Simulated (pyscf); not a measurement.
Single points on ωB97X-D3(BJ)/def2-SVP structures (PySCF, gas phase).

Task: Estimate by transition-state theory the rate constant of `[CH4]` + `[CH3][Al]([F])[Cl]` → `[CH3][Al]([CH3])[F]` + `[ClH]` (singlet surface; C–H, Al–Cl broken, Al–C, Cl–H formed) at 900 K, with ωB97M-D3(BJ)/def2-TZVP energies (ideal gas, 1 atm, RRHO with modes under 100 cm⁻¹ raised to 100, one conformer, R ln 2 for chiral ones without a mode under 150 cm⁻¹; no tunnelling).

Result: The electronic barrier is 42.8 kcal/mol and the thermal terms add +26.2, so ΔG‡ = 69.0 kcal/mol. With k_BT/h = 1.88e+13 s⁻¹ and RT = 1.788 kcal/mol, and a volume of 1.23e-19 cm³ per molecule at 1 atm, k = 4.0e-23 cm³ molecule⁻¹ s⁻¹. Wigner's tunnelling factor for 744i cm⁻¹ would be 1.06. A shift of 1 kcal/mol in the barrier changes k by a factor 1.7. On the reactant side the descent ends in a complex, 4.5 kcal/mol under the separated species and 46.3 kcal/mol under the saddle at ωB97X-D3(BJ)/def2-TZVP. On the product side the descent ends in an adduct with a Al–Cl contact (not fully relaxed), 9.5 kcal/mol under the separated species and 9.2 kcal/mol under the saddle at ωB97X-D3(BJ)/def2-TZVP. What is counted as broken (Al–Cl) persists as a longer contact in the product adduct; parting that adduct is a step of its own. One saddle was located; it need not be the lowest between these sides.
